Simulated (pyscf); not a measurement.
Single points on ωB97X-D3(BJ)/def2-SVP structures (PySCF, gas phase).

PBE/def2-TZVP puts the barrier of F–CH(F)–SiH₃ + H• → F–CH•–F + SiH₄ (substitution at Si; doublet surface; C–Si broken, H–Si formed) at -3.0 kcal/mol and the reaction energy at -14.4 kcal/mol, from the separated reactants. What do r²SCAN/def2-TZVP, M06-2X/def2-TZVP, ωB97M-D3(BJ)/def2-TZVP give on the same structures?

r²SCAN: ΔE‡ = -3.4 kcal/mol, ΔE = -17.2 kcal/mol; M06-2X: ΔE‡ = 6.0 kcal/mol, ΔE = -13.1 kcal/mol; ωB97M-D3(BJ): ΔE‡ = 6.3 kcal/mol, ΔE = -13.9 kcal/mol. PBE's barrier lies among them. Its reaction energy lies among theirs. At PBE, r²SCAN this geometry lies under the reactants; that is no barrier but a single point on another level's saddle; such a level's own saddle, if it has one, lies nearer that side and is low. This is the saddle that the search found; another between the same sides may lie lower. The angle at the attacked Si is 177°.
